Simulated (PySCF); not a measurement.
# Bond curve of AlF⁺

Set-up: Al def2-TZVPPD, F def2-TZVPPD; no relativity (PySCF 2.14). Energies in eV from Al⁺ + F in their ground configurations at the same level. State: ²Σ⁺ (doublet), unpaired electrons σ ↑.

```json
{"R (Å)": "1.381", "M06-L": "-1.884", "CAM-B3LYP": "-1.911", "UHF-CCSD": "", "UHF-SCS-MP2": "-1.928"}
{"R (Å)": "1.445", "M06-L": "-2.662", "CAM-B3LYP": "-2.679", "UHF-CCSD": "-2.436", "UHF-SCS-MP2": "-2.731"}
{"R (Å)": "1.510", "M06-L": "-3.086", "CAM-B3LYP": "-3.093", "UHF-CCSD": "-2.862", "UHF-SCS-MP2": "-3.173"}
{"R (Å)": "1.558", "M06-L": "-3.237", "CAM-B3LYP": "-3.235", "UHF-CCSD": "-3.008", "UHF-SCS-MP2": "-3.330"}
{"R (Å)": "1.606", "M06-L": "-3.278", "CAM-B3LYP": "-3.270", "UHF-CCSD": "-3.044", "UHF-SCS-MP2": "-3.377"}
{"R (Å)": "1.654", "M06-L": "-3.238", "CAM-B3LYP": "-3.223", "UHF-CCSD": "-2.994", "UHF-SCS-MP2": "-3.338"}
{"R (Å)": "1.718", "M06-L": "-3.093", "CAM-B3LYP": "-3.068", "UHF-CCSD": "-2.832", "UHF-SCS-MP2": "-3.188"}
{"R (Å)": "1.799", "M06-L": "-2.814", "CAM-B3LYP": "-2.775", "UHF-CCSD": "-2.523", "UHF-SCS-MP2": "-2.893"}
{"R (Å)": "1.895", "M06-L": "-2.405", "CAM-B3LYP": "-2.344", "UHF-CCSD": "-2.066", "UHF-SCS-MP2": "-2.439"}
{"R (Å)": "2.024", "M06-L": "-1.833", "CAM-B3LYP": "-1.736", "UHF-CCSD": "", "UHF-SCS-MP2": "-1.626"}
```

**Question.** Put a parabola through the three lowest points of the M06-L curve and estimate Re, k and ωe (reduced mass 11.15 u; 1 eV/Å² = 0.16022 mdyn/Å; ωe = 1302.8·√(k/μ) cm⁻¹).

**Answer.** Through R = 1.558, 1.606, 1.654 Å the second-order coefficient is 17.6 eV/Å², so Re ≈ 1.606 Å, k ≈ 5.63 mdyn/Å and ωe ≈ 926 cm⁻¹. A polynomial fit of higher order to the unrounded M06-L energies gives Re = 1.604 Å, k = 5.67 mdyn/Å, ωe = 929 cm⁻¹; anharmonicity and rounding make the difference.

The higher-order fit for each curve: M06-L: Re = 1.604 Å, ωe = 929 cm⁻¹, De = 3.28 eV; CAM-B3LYP: Re = 1.600 Å, ωe = 940 cm⁻¹, De = 3.27 eV; UHF-CCSD: Re = 1.600 Å, ωe = 957 cm⁻¹, De = 3.04 eV; UHF-SCS-MP2: Re = 1.606 Å, ωe = 944 cm⁻¹, De = 3.38 eV.

Correlated steps freeze 6 core orbitals. For an ion De counts to the pair picked by the measured ionisation energies or electron affinities, which need not be the lowest pair at this level. The state is the lowest determinant that a PBE0 search found; another state may lie lower at other levels.
